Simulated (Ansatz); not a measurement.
The input, for Ansatz 0.2.0:

```yaml
crystal:
  periodic: [false, false, false]
  atoms:
    - {symbol: Al, position_ang: [0.000000, 0.000000, 0.695038]}
    - {symbol: C, position_ang: [0.000000, 0.000000, -1.252764]}
    - {symbol: H, position_ang: [0.000000, 0.916303, -1.838714]}
    - {symbol: H, position_ang: [0.000000, -0.916304, -1.838714]}
basis:
  gaussian: {orbitals: 6-31G}
magnetization: {spin_polarized: false, initial_magnetization: 5}
correlation: {method: fic_mrcisd_q_relaxed, electrons: valence, active_space: {window: {electrons: 7, orbitals: 6}}}
scf: {lower_state_search: light}
```

```sh
$ ansatz run in.yaml --threads 1 --pin off --events-out ev --progress --plain --max-ram 2393MiB
```

Output:

```
329 factors; integrals over basis functions are off by at most 2.7e-4 eV
mean field evaluation 1: about -7633.9906 eV, gradient 1.2e1 eV
mean field evaluation 2: about -7633.9925 eV, gradient 1.2e1 eV
mean field evaluation 4: about -7635.5784 eV, gradient 1.3e0 eV
mean field evaluation 8: about -7635.6132 eV, gradient 3.0e-4 eV
mean field -7635.61319096 eV, -280.6036091633 hartree, gradient 1.2e-6 eV, S^2 8.750000; 0 other end points of the search recorded, 0 dependent functions left out
reference -7635.61319096 eV, -280.6036091633 hartree; 13, 8 occupied and 13, 18 virtual orbitals, 329 factors
state -7635.61319096 eV, -280.6036091633 hartree
contracted CI cycle   1: correlation 0.00000000 eV, 0.0000000000 hartree, residual 1.10e1 eV
contracted CI cycle   2: correlation -2.03597526 eV, -0.0748207109 hartree, residual 1.73e0 eV
contracted CI cycle   3: correlation -2.10500786 eV, -0.0773576122 hartree, residual 4.03e-1 eV
contracted CI cycle   4: correlation -2.10857395 eV, -0.0774886635 hartree, residual 1.06e-1 eV
contracted CI cycle   5: correlation -2.10882779 eV, -0.0774979920 hartree, residual 2.79e-2 eV
contracted CI cycle   6: correlation -2.10884761 eV, -0.0774987204 hartree, residual 8.33e-3 eV
contracted CI cycle   7: correlation -2.10884926 eV, -0.0774987810 hartree, residual 2.28e-3 eV
contracted CI cycle   8: correlation -2.10884939 eV, -0.0774987858 hartree, residual 6.63e-4 eV
state -7635.61319096 eV, -280.6036091633 hartree; corrected -7637.81767734 eV, -280.6846225436 hartree
WARN: 1 active orbitals are nearly empty or full. The corrections depend on them more than the energy does, and are more stable in an active space without them
Total energy: -7637.81767734 eV, -280.6846225436 hartree
```

Ran on 1 thread of Arm Neoverse V2, shared host: 0.72 s wall, 0.15 GiB peak host memory.
